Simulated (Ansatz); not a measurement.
**GeN⁺, triplet: reading a ladder of total energies**

Geometry: a PBE0/def2-TZVP stationary point for this spin.

```xyz
2

Ge    0.0000    0.0000    0.0000
N     0.0000    0.0000    1.9011
```

Basis cc-pVDZ; Ansatz 0.2.0. Only valence electrons are correlated (noble-gas cores and the filled d shells of p-block atoms frozen), which leaves 8 electrons in 26 orbitals. R marks a restricted (for open shells ROHF) determinant. No spin–orbit coupling is included, and no scalar relativity.

Full CI is exact within this basis and frozen core; it isn't the basis-set limit.

Runs differ by some tens of microhartree through their thresholds and, for an open shell, their frozen cores, so steps under 0.03 kcal/mol mean nothing.

```
    level  total energy (hartree)
      RHF            -2129.407847
     RMP2            -2129.558779
    RCCSD            -2129.590433
 RCCSD(T)            -2129.595457
   RCCSDT            -2129.596649
RCCSDT(Q)            -2129.597042
  RCCSDTQ            -2129.597078
  full CI            -2129.597045
```

Task: What is the correlation energy at full CI, and what share of it do RMP2 and RCCSD(T) recover?

Result: E(corr) = -2129.597045 − (-2129.407847) = -0.189198 hartree = -5.148 eV. RMP2: -0.150932 / -0.189198 = 79.77 %. RCCSD(T): -0.187610 / -0.189198 = 99.16 %.

Task: By how many kcal/mol does RCCSD(T) miss full CI (1 hartree = 627.509 kcal/mol), and which steps make up the rest?

Result: -2129.595457 − (-2129.597045) = 0.001588 hartree = 1.00 kcal/mol. Steps: RCCSDT − RCCSD(T) = -0.75, RCCSDT(Q) − RCCSDT = -0.25, RCCSDTQ − RCCSDT(Q) = -0.02, full CI − RCCSDTQ = 0.02 kcal/mol. Differences between like states or geometries often cancel part of this.
